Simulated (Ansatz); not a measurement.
Geometry optimisation, RKS PBE-D4/def2-SVP in Ansatz 0.2.0.

Input:

```yaml
crystal:
  periodic: [false, false, false]
  atoms:
    - { symbol: C, position_ang: [-0.49523, 0.50646, -0.70939] }
    - { symbol: C, position_ang: [-0.14013, -0.36849, 0.52673] }
    - { symbol: C, position_ang: [1.23149, -0.47364, 0.64786] }
    - { symbol: O, position_ang: [2.34578, -0.5162, 0.68485] }
    - { symbol: H, position_ang: [-0.12061, 0.06329, -1.62753] }
    - { symbol: H, position_ang: [-1.57839, 0.56748, -0.772] }
    - { symbol: H, position_ang: [-0.09769, 1.51208, -0.60891] }
    - { symbol: H, position_ang: [-0.56206, 0.07952, 1.43947] }
    - { symbol: H, position_ang: [-0.58315, -1.37051, 0.41891] }
total_charge: 1
basis:
  gaussian: { orbitals: def2-SVP }
hamiltonian:
  xc: pbe
  dispersion: d4
relax:
  f_tol: 0.02
  max_steps: 50
```

Command:

```bash
$ ansatz run input.yaml --threads 1 --pin off --max-ram 2048MiB --backend cpu --events-out ev --progress --plain --runs-dir out
```

Q: Where does it end, and by what steps?

A: The run converged. Limits of this set-up: the dipole of an ion depends on the origin. After 5 steps the energy has fallen by 0.114 eV; O4 moved furthest, 0.13 Å.

```
step  energy less start (eV)  largest force component (eV/Å)  accepted
   0                  0.0000                           2.466       yes
   1                 -0.0954                           0.769       yes
   2                 -0.1114                           0.242       yes
   3                 -0.1141                           0.060       yes
   4                 -0.1143                           0.026       yes
   5                 -0.1144                           0.008       yes
```

```xyz
9
Properties=species:S:1:pos:R:3
C -0.523 0.529 -0.741
C -0.143 -0.343 0.491
C 1.265 -0.490 0.670
O 2.388 -0.589 0.786
H -0.159 0.076 -1.681
H -1.629 0.562 -0.765
H -0.136 1.559 -0.638
H -0.520 0.081 1.455
H -0.542 -1.386 0.423
```

Run time: 6.4 s on 1 thread of Intel(R) Xeon(R) 6975P-C (Granite Rapids) (shared host), peak memory 0.12 GiB.
